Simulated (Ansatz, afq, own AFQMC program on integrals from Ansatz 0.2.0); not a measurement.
## SiI$_{3}$, doublet: AFQMC among the cluster methods

```xyz
4

Si   -0.0545   -0.0046    0.1030
I     1.7369   -1.6864    0.0850
I    -1.8027   -0.5708   -1.5284
I     0.8484    2.2402   -0.3257
```

Connectivity, by distances: I–Si(–I)–I.

Basis def2-SVP with its core potentials. Noble-gas cores (and the filled d shells of Ga–Kr and In–Xe) are frozen. Integrals, coupled cluster, full CI and functionals: Ansatz 0.2.0; the random walks run on the same integrals in our own AFQMC program. The CISD trial takes its coefficients from CCSD amplitudes. Released means that phaseless walkers are propagated on without the constraint, phases kept. ± is one standard error of the sampling. No spin–orbit coupling.

Determinant: UHF, the one that the program's search chose, which needn't be the lowest solution. The geometry is a PBE0/def2-SVP stationary point of this or a neighbouring charge and spin state.

No full CI on the walks' own integrals is used here. The released AFQMC energy serves as the reference, which it does only where one determinant dominates, the energy is flat over the last release times and near the phaseless one (40 meV or 2 meV an electron, half that with transition metals). On small molecules, where full CI could be run and the noise was under 10 meV, such values lay within 10 meV of it in 19 cases of 20, a flattering rate, since the rule was set on those same cases; what remains of the bias isn't in the error bar.

Cautions: no spin-orbit coupling; inner d shell frozen; the released value is read at 0.90 1/Eh (meV from the phaseless value at times in 1/Eh: -4 ± 9 at 0.21, -3 ± 7 at 0.42, -6 ± 6 at 0.63, 5 ± 7 at 0.90).

- T1 diagnostic: 0.0160
- weight of the determinant in the CISD state: 0.797
- ⟨S²⟩ of the determinant: 0.762
- size of the correlated space: 25 electrons in 64 orbitals

```csv
level,correlation energy (eV)
MP2,-9.9210
CCSD,-10.7778
CCSD(T),-11.1107
```

Question: Estimate where phaseless AFQMC with a CISD trial lies against CCSD(T) on the same integrals.

Answer: 4.9 ± 0.8 kJ/mol below CCSD(T).

Reference: AFQMC with the constraint released, correlation energy -11.157 ± 0.007 eV.

```
        level  E − E(reference) (kJ/mol)  share of correlation (%)
      CCSD(T)                  4.5 ± 0.7                     99.58
ph-AFQMC/CISD                 -0.4 ± 1.0                    100.04
```

Released energies are given only where the last usable release times agree within the noise; a slower fall can still hide under it.
